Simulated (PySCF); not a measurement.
Species: C5H7O (doublet state).
Bonds: C1–C2, C2–O3, O3–C4, C4–C5, C5–C6, C1–C4, C4–C6. Hydrogens: H7 on C1; H8, H9 on C2; H10, H11 on C5; H12, H13 on C6.

As a line formula: `[CH]1COC12CC2` [radical].

The calculation used UKS B3LYP, pcH-1 on C H O, non-relativistic, mean-field spin-orbit, GIAO in PySCF. Geometry: GFN2-xTB; no solvent, vibrations or thermal averaging. Couplings are sensitive to structure, and on GFN2-xTB geometries they can be far from those on DFT ones. Stability of the SCF solution: not tested.

Q: What is the g tensor, term by term?

A: 
```csv
Δg (ppm),1,2,3
relativistic mass correction,-146,-146,-146
gauge correction,16,15,42
orbital Zeeman/spin–orbit,-4,572,887
total,-133,441,784
```

So g = 2.00219, 2.00276, 2.00310 and g_iso = 2.00268; the tensor is rhombic: the two nearest values differ by 37 % of g3 − g1. Axes: g3 points within 8° of the C1–H7 bond.

Q: At 93.866 GHz, how far is the centre of the isotropic spectrum from where a free electron (g = 2.002319) resonates?

A: B = hν/(g μB) with μB/h = 13.99624 MHz/mT gives 3349.37 mT for the free electron and 3348.76 mT at g_iso, 0.61 mT lower.

Q: What effective moment and Curie constant follow for a powder?

A: With the mean of g² = 4.0107 and S(S+1) = 0.75: μ_eff = √(⟨g²⟩S(S+1)) = 1.734 μB and χT = 0.12505·⟨g²⟩·S(S+1) = 0.376 cm³ K/mol (cgs; spin-Hamiltonian part alone).

Q: In a frozen sample, at which fields do the three g values resonate at 9.5, 34, 94 and 263 GHz (hyperfine left aside), and which band first spreads them over more than twice a line width of 0.3 mT?

A: 
```json
{"band": "X", "GHz": "9.5", "B(g3) mT": "338.85", "B(g2) mT": "338.91", "B(g1) mT": "339.01", "spread mT": "0.16"}
{"band": "Q", "GHz": "34.0", "B(g3) mT": "1212.73", "B(g2) mT": "1212.94", "B(g1) mT": "1213.29", "spread mT": "0.56"}
{"band": "W", "GHz": "94.0", "B(g3) mT": "3352.84", "B(g2) mT": "3353.41", "B(g1) mT": "3354.38", "spread mT": "1.54"}
{"band": "J", "GHz": "263.0", "B(g3) mT": "9380.82", "B(g2) mT": "9382.43", "B(g1) mT": "9385.12", "spread mT": "4.30"}
```

The spread grows in proportion to the frequency. W band is the first where it exceeds 0.6 mT.

The Mulliken spin populations are largest on C1 (+0.94), C6 (+0.09), C4 (-0.09) and C5 (+0.09). No atom but C1 exceeds +0.15. The angles at C1 add up to 358.8°, so it is planar; its axial dipolar tensor and the negative coupling of its proton fit spin in a p orbital normal to that plane.

The HOMO–LUMO gaps are 6.57 eV among the α and 4.95 eV among the β orbitals.

Time: 35 s wall (with the writing of density and orbital grids); peak memory 0.80 GiB. Hardware: an Arm Neoverse V2 with one thread, no GPU (shared host).
